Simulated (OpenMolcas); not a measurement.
# SO2 (sulfur dioxide): levels of theory compared

Aim: a comparison of 6 runs (B3LYP/6-31G*, B3LYP/def2-TZVPP, M06-L/def2-TZVPP, PBE0/def2-TZVPP, r2SCAN/def2-TZVPP, revPBE/def2-TZVPP) of SO2 (sulfur dioxide). 

The calculation is run with OpenMolcas 26.06.

### 1 Starting point

The species is SO2 (3 atoms), meant as a singlet with charge 0. As SMILES, `O=S=O`. The coordinates come from a PBE0-D4/def2-TZVP relaxation.

Bond lengths: O1–S2 1.431 Å, S2–O3 1.431 Å. Angles: O1–S2–O3 118.9°.

### 2 Energy and gradient at B3LYP/6-31G(d) (Cartesian functions) (run 1)

File struct.xyz:

```xyz
3

O     -0.974420     0.645900    -0.459510
S      0.269520     0.357380     0.186790
O      0.704900    -1.003280     0.272720
```

File calc.input:

```
* O2S Kohn-Sham DFT

&GATEWAY
  BASLIB
  $CurrDir
  COORD
  struct.xyz
  BASIS
  6-31Gs
  GROUP
  NoSym

&SEWARD
  GRIDINPUT
  Grid=UltraFine
  End of Grid

&SCF
  KSDFT
  B3LYP
  THRESHOLDS
  1e-10 1e-07 1e-07 1e-05
  PRORBITALS
  1 2

&ALASKA
```

The basis set 6-31G* is read from a file made from the Basis Set Exchange's data (not shown).

On the command line:

```bash
$ export MOLCAS_MEM=1860
$ pymolcas calc.input > calc.log
```

Standard output:

```text
--- Start Module: gateway ---
[...]
--- Stop Module: gateway /rc=_RC_ALL_IS_WELL_ ---
[...]
      Basis functions           49
[...]
--- Start Module: scf ---
[...]
       Convergence after  13 Iterations
[...]
::    Total KS-DFT energy                            -548.5849526899
[...]
      Total spin, S                                     0.0000000000
[...]
      Total electronic charge=   32.000000
      Total            charge=   -0.000000
[...]
      Dipole Moment (debye):
      Origin of the operator (angstrom)=    0.0673    0.0893    0.0467
                   X=  9.4762E-01               Y=  1.2565E+00               Z=  6.5674E-01           Total=  1.7053E+00
      Quadrupole Moment (debye*angstrom):
[...]
--- Stop Module: scf /rc=_RC_ALL_IS_WELL_ ---
[...]
--- Start Module: alaska ---
[...]
 *              Molecular gradients               *
 **************************************************
  Irreducible representation: a
 ------------------------------------------------------------------------------------------
                              X                       Y                       Z
 ------------------------------------------------------------------------------------------
  O1                3.69291328794823E-02   -1.01901763981873E-02    1.90059199961219E-02
  S2               -2.25961221655773E-02   -2.99613697591674E-02   -1.56600840642120E-02
  O3               -1.43330107139459E-02    4.01515461573894E-02   -3.34583593186188E-03
 ------------------------------------------------------------------------------------------
--- Stop Module: alaska /rc=_RC_ALL_IS_WELL_ ---
[...]
```

Wall time 6.6 s (1 thread of Arm Neoverse V2, shared host); peak memory 0.38 GiB.

### 3 Energy and gradient at B3LYP/def2-TZVPP (run 2)

File mol.input:

```
* O2S Kohn-Sham DFT

&gateway
 baslib
 $CurrDir
 coord
 3
 angstrom
 O       -0.974420       0.645900      -0.459510
 S        0.269520       0.357380       0.186790
 O        0.704900      -1.003280       0.272720
 basis
 def2-TZVPP
 group
 NoSym

&seward
 gridinput
 Grid=UltraFine
 End of Grid

&scf
 ksdft
 B3LYP
 thresholds
 1e-10 1e-07 1e-07 1e-05
 prorbitals
 0

&alaska
```

The basis set def2-TZVPP is read from a file made from the Basis Set Exchange's data (not shown).

On the command line:

```bash
$ export MOLCAS_MEM=1860
$ pymolcas mol.input > mol.log
```

Standard output:

```text
--- Start Module: gateway ---
[...]
--- Stop Module: gateway /rc=_RC_ALL_IS_WELL_ ---
[...]
      Basis functions          104
[...]
--- Start Module: scf ---
[...]
       Convergence after  13 Iterations
[...]
::    Total KS-DFT energy                            -548.7223130623
[...]
      Total spin, S                                     0.0000000000
[...]
      Total electronic charge=   32.000000
      Total            charge=   -0.000000
[...]
      Dipole Moment (debye):
      Origin of the operator (angstrom)=    0.0673    0.0893    0.0467
                   X=  9.6389E-01               Y=  1.2781E+00               Z=  6.6802E-01           Total=  1.7346E+00
      Quadrupole Moment (debye*angstrom):
[...]
--- Stop Module: scf /rc=_RC_ALL_IS_WELL_ ---
[...]
--- Start Module: alaska ---
[...]
 *              Molecular gradients               *
 **************************************************
  Irreducible representation: a
 ------------------------------------------------------------------------------------------
                              X                       Y                       Z
 ------------------------------------------------------------------------------------------
  O1                8.01911405205402E-03   -2.21594854666218E-03    4.12675883472069E-03
  S2               -4.90407749079402E-03   -6.50208679807918E-03   -3.39868265169052E-03
  O3               -3.11503656128664E-03    8.71803534476712E-03   -7.28076183038162E-04
 ------------------------------------------------------------------------------------------
--- Stop Module: alaska /rc=_RC_ALL_IS_WELL_ ---
[...]
```

Run time: 21 s. Hardware: 1 thread of Arm Neoverse V2, shared host; peak memory 0.59 GiB.

Runs 3 to 5 aren't shown in full; the table further down has their settings and results.

### 4 Energy and forces at revPBE/def2-TZVPP (run 6)

File job.input:

```
* O2S Kohn-Sham DFT

&GATEWAY
 BasLib=$CurrDir
 Coord
 3
 angstrom
 O       -0.974420       0.645900      -0.459510
 S        0.269520       0.357380       0.186790
 O        0.704900      -1.003280       0.272720
 Basis=def2-TZVPP
 Group=NoSym

&SEWARD
 GridInput
 Grid=UltraFine
 End of Grid

&SCF
 KSDFT=revPBE
 Thresholds=1e-10 1e-07 1e-07 1e-05
 PrOrbitals=1 2

&ALASKA
```

The basis set def2-TZVPP is read from a file made from the Basis Set Exchange's data (not shown).

On the command line:

```bash
$ export MOLCAS_MEM=1860
$ pymolcas job.input > job.log
```

Standard output:

```text
--- Start Module: gateway ---
[...]
--- Stop Module: gateway /rc=_RC_ALL_IS_WELL_ ---
[...]
      Basis functions          104
[...]
--- Start Module: scf ---
[...]
       Convergence after  15 Iterations
[...]
::    Total KS-DFT energy                            -548.6001497074
[...]
      Total spin, S                                     0.0000000000
[...]
      Total electronic charge=   32.000000
      Total            charge=   -0.000000
[...]
      Dipole Moment (debye):
      Origin of the operator (angstrom)=    0.0673    0.0893    0.0467
                   X=  8.4100E-01               Y=  1.1152E+00               Z=  5.8285E-01           Total=  1.5135E+00
      Quadrupole Moment (debye*angstrom):
[...]
--- Stop Module: scf /rc=_RC_ALL_IS_WELL_ ---
[...]
--- Start Module: alaska ---
[...]
 *              Molecular gradients               *
 **************************************************
  Irreducible representation: a
 ------------------------------------------------------------------------------------------
                              X                       Y                       Z
 ------------------------------------------------------------------------------------------
  O1                3.20875178957891E-02   -8.95458855121589E-03    1.65029575406290E-02
  S2               -1.95466526839247E-02   -2.59178766815111E-02   -1.35466657762020E-02
  O3               -1.25408652118626E-02    3.48724652326347E-02   -2.95629176449985E-03
 ------------------------------------------------------------------------------------------
--- Stop Module: alaska /rc=_RC_ALL_IS_WELL_ ---
[...]
```

Run time: 22 s. Hardware: 1 thread of Arm Neoverse V2, shared host; peak memory 0.59 GiB.

### 5 The series

```csv
run,level,Cartesian functions,energy (Eh),dipole moment (D),HOMO energy (eV),LUMO energy (eV),wall time
1,B3LYP/6-31G* (Cartesian functions),yes,-548.584953,1.71,-8.97,-3.34,6.6 s
2,B3LYP/def2-TZVPP,no,-548.722313,1.73,-9.29,-3.60,21 s
3,M06-L/def2-TZVPP,no,-548.684727,1.54,-8.05,-4.08,29 s
4,PBE0/def2-TZVPP,no,-548.411239,1.69,-9.52,-3.35,21 s
5,r2SCAN/def2-TZVPP,no,-548.615060,1.58,-8.25,-4.25,26 s
6,revPBE/def2-TZVPP,no,-548.600150,1.51,-7.83,-4.17,22 s
```

### 6 Summary of results

```
                       quantity          value
            run 6: total energy  -548.60015 Eh
           run 6: dipole moment         1.51 D
             run 6: HOMO energy       -7.83 eV
             run 6: LUMO energy       -4.17 eV
           run 6: HOMO–LUMO gap        3.66 eV
run 6: largest force on an atom     1.912 eV/Å
```

The dipole moment (its size) runs from 1.51 D (revPBE/def2-TZVPP) to 1.73 D (B3LYP/def2-TZVPP). The HOMO–LUMO gap runs from 3.66 eV (revPBE/def2-TZVPP) to 6.17 eV (PBE0/def2-TZVPP). Totals of different functionals can't be ranked against each other. All runs together took 2.1 min, the longest 29 s.
